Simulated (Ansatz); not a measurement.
# C5H11Cl: one species, many methods

An exercise on one series of results from a longer session: the logs are not shown, and one member is left open.

The runs use Ansatz 0.2.0, Gaussian basis; functionals in def2-TZVPP, the program's frozen cores in correlated methods.

Levels to be run: LDA (SPW92), PBE-D4, revPBE-D4, BLYP-D4, r2SCAN-D4, B97M-V, PBE0-D4, B3LYP-D4, r2SCANh-D4, r2SCAN0-D4, HSE06-D4, BHLYP-D4, CAM-B3LYP-D4, LC-ωPBE, ωB97X-V, ωB97M-V, B2PLYP, PBE-QIDH; CCSD(T)/def2-SVP; CCSD(T)/def2-TZVPP; MP2/def2-QZVPP; extrapolation to the limit; RPA on PBE.

### The relaxed structure

An earlier PBE0-D4 in a triple-zeta def2 set relaxation fixed the geometry.

SMILES `CC(C)CCCl`, 17 atoms, charge 0, spin multiplicity 1.

Atoms are counted from 1 here; the program's logs count them from 0.

Bond lengths: C1–C2 1.521 Å, C1–H7 1.093 Å, C1–H8 1.095 Å, C1–H9 1.093 Å, C2–C3 1.522 Å, C2–C4 1.526 Å, C2–H10 1.096 Å, C3–H11 1.095 Å, C3–H12 1.093 Å, C3–H13 1.092 Å, C4–C5 1.511 Å, C4–H14 1.099 Å, C4–H15 1.095 Å, C5–Cl6 1.790 Å, C5–H16 1.089 Å, C5–H17 1.089 Å. Angles: C2–C1–H7 111.4°, C2–C1–H8 110.9°, C2–C1–H9 111.1°, H7–C1–H8 107.7°, H7–C1–H9 107.9°, H8–C1–H9 107.6°, C1–C2–C3 110.9°, C1–C2–C4 109.8°, C1–C2–H10 108.2°, C3–C2–C4 112.3°, C3–C2–H10 108.1°, C4–C2–H10 107.5°, C2–C3–H11 111.0°, C2–C3–H12 110.7°, C2–C3–H13 112.1°, H11–C3–H12 107.6°, H11–C3–H13 108.1°, H12–C3–H13 107.2° and more.

As a file:

```xyz
17

C    -0.8971   -1.7049   -0.1800
C    -0.3080   -0.3974    0.3283
C     1.0549   -0.6278    0.9642
C    -0.2523    0.6193   -0.8076
C     0.2841    1.9848   -0.4479
Cl   -0.7059    2.7966    0.8031
H    -1.8859   -1.5524   -0.6204
H    -0.2553   -2.1503   -0.9473
H    -0.9989   -2.4321    0.6290
H    -0.9785    0.0037    1.0967
H     1.7821   -0.9685    0.2193
H     0.9941   -1.3944    1.7403
H     1.4483    0.2768    1.4331
H     0.3912    0.2269   -1.6075
H    -1.2512    0.7346   -1.2402
H     0.2810    2.6474   -1.3123
H     1.2972    1.9376   -0.0506
```

The first run:

Input file in.yaml:

```yaml
crystal:
  periodic: [false, false, false]
  atoms:
    - {symbol: C, position_ang: [-0.897100, -1.704860, -0.180019]}
    - {symbol: C, position_ang: [-0.308019, -0.397423, 0.328263]}
    - {symbol: C, position_ang: [1.054938, -0.627808, 0.964167]}
    - {symbol: C, position_ang: [-0.252315, 0.619330, -0.807650]}
    - {symbol: C, position_ang: [0.284148, 1.984840, -0.447874]}
    - {symbol: Cl, position_ang: [-0.705881, 2.796575, 0.803135]}
    - {symbol: H, position_ang: [-1.885920, -1.552373, -0.620397]}
    - {symbol: H, position_ang: [-0.255305, -2.150275, -0.947305]}
    - {symbol: H, position_ang: [-0.998892, -2.432134, 0.628989]}
    - {symbol: H, position_ang: [-0.978520, 0.003745, 1.096660]}
    - {symbol: H, position_ang: [1.782145, -0.968539, 0.219278]}
    - {symbol: H, position_ang: [0.994146, -1.394419, 1.740264]}
    - {symbol: H, position_ang: [1.448333, 0.276791, 1.433122]}
    - {symbol: H, position_ang: [0.391210, 0.226894, -1.607502]}
    - {symbol: H, position_ang: [-1.251246, 0.734634, -1.240168]}
    - {symbol: H, position_ang: [0.281037, 2.647383, -1.312347]}
    - {symbol: H, position_ang: [1.297232, 1.937638, -0.050613]}
basis:
  gaussian: {orbitals: def2-TZVPP}
hamiltonian: {xc: lda}
output: {orbitals: {seedname: orbitals}}
```

Started as:

```
$ ansatz run in.yaml --threads 2 --pin off --events-out ev --progress --plain --max-ram 32768MiB --backend cuda --devices 0, --max-vram 18GiB
```

Among the steps run: LDA; PBE-D4 (GGA); revPBE-D4 (GGA); BLYP-D4 (GGA); r2SCAN-D4 (meta-GGA); B97M-V (meta-GGA); PBE0-D4 (hybrid); B3LYP-D4 (hybrid); r2SCANh-D4 (hybrid); r2SCAN0-D4 (hybrid); HSE06-D4 (hybrid); BHLYP-D4 (hybrid); CAM-B3LYP-D4 (range-separated); LC-ωPBE (range-separated); ωB97X-V (range-separated); ωB97M-V (range-separated); B2PLYP (double hybrid); PBE-QIDH (double hybrid).

One table of the session follows, with a row left open; its other results are not shown here.

It belongs to the step «Frontier levels by functional». 

```
  functional  HOMO (eV)  LUMO (eV)  gap (eV)
 LDA (SPW92)      -6.92      -0.29      6.63
      PBE-D4      -6.82      -0.08      6.74
   revPBE-D4          ?          ?         ?
     BLYP-D4      -6.68       0.01      6.69
   r2SCAN-D4      -7.13       0.26      7.39
      B97M-V      -7.27       0.22      7.48
     PBE0-D4      -8.22       1.00      9.22
    B3LYP-D4      -7.97       0.68      8.65
  r2SCANh-D4      -7.65       0.66      8.31
  r2SCAN0-D4      -8.42       1.25      9.67
    HSE06-D4      -7.81       0.61      8.43
    BHLYP-D4      -9.51       1.69     11.20
CAM-B3LYP-D4      -9.63       1.85     11.48
     LC-ωPBE     -11.04       3.16     14.20
     ωB97X-V     -10.68       2.93     13.61
     ωB97M-V     -10.53       2.53     13.06
```

**Question.** Estimate the row for revPBE-D4.

The run gave: HOMO (eV): -6.77; LUMO (eV): 0.01; gap (eV): 6.78. In the column «HOMO (eV)» it lies between PBE-D4 (-6.82) and BLYP-D4 (-6.68).
